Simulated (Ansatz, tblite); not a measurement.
Cost and result up the ladder for Li2Al⁺ (3 atoms). The state is a singlet with charge 1. Geometry: PBE-D4/def2-TZVP.

Cartesian coordinates in Å:
```
Al 0.000 0.000 0.000
Li 1.952 -0.964 1.726
Li -1.952 0.964 -1.726
```

Ansatz on 4 threads of Arm Neoverse V1 on a shared host; xTB runs through tblite on one thread. Times are rough, summed over both states, and most runs start from the orbitals of an earlier one. ωB97M-V/def2-TZVP serves as the yardstick here, not as an exact answer. The other state is a triplet at its own geometry.

The xTB rows come from tblite. Correlated methods freeze 5 core orbitals; core or outer-core shells of Li are correlated, in sets that lack core-valence functions. The structure comes from a short search, and lower isomers may exist.

Run but left out: HF/STO-3G (singlet: restricted singlet, unstable in another Hartree–Fock run and untested here); HF/def2-TZVP, HF/def2-TZVPP, r2SCAN-D4/def2-TZVP (singlet: restricted singlet, unstable towards broken spin symmetry).

Correlated methods converge slowly with the basis.

xTB has no spin-polarisation term.

| level | functions | wall time | triplet − singlet (eV) | difference from ωB97M-V/def2-TZVP (eV) | remarks |
| --- | --- | --- | --- | --- | --- |
| GFN1-xTB | 17 | 0.003 s | 0.33 | -0.50 | – |
| GFN2-xTB | 17 | 0.004 s | 1.20 | 0.36 | – |
| MP2/def2-TZVP | 65 | 0.4 s | 0.56 | -0.27 | restricted SCF unstable (singlet) |
| LDA (SPW92)/def2-TZVP | 65 | 0.55 s | 0.64 | -0.19 | – |
| BHLYP-D4/def2-TZVP | 65 | 0.9 s | 0.72 | -0.11 | – |
| PBE-D4/def2-TZVP (with forces) | 65 | 0.95 s | 0.54 | -0.29 | – |
| RPA@PBE/def2-TZVP | 65 | 1.2 s | 0.69 | -0.14 | – |
| CCSD(T)/def2-TZVPP | 80 | 1.6 s | 0.68 | -0.15 | restricted SCF unstable (singlet) |
| PBE0-D4/def2-TZVP | 65 | 1.9 s | 0.54 | -0.29 | – |
| r2SCANh-D4/def2-TZVP | 65 | 2.2 s | 0.34 | -0.49 | – |
| ωB97M-V/def2-TZVP | 65 | 3.4 s | 0.83 | 0.00 | – |
| ωB97X-V/def2-TZVP | 65 | 3.6 s | 0.83 | 0.00 | – |
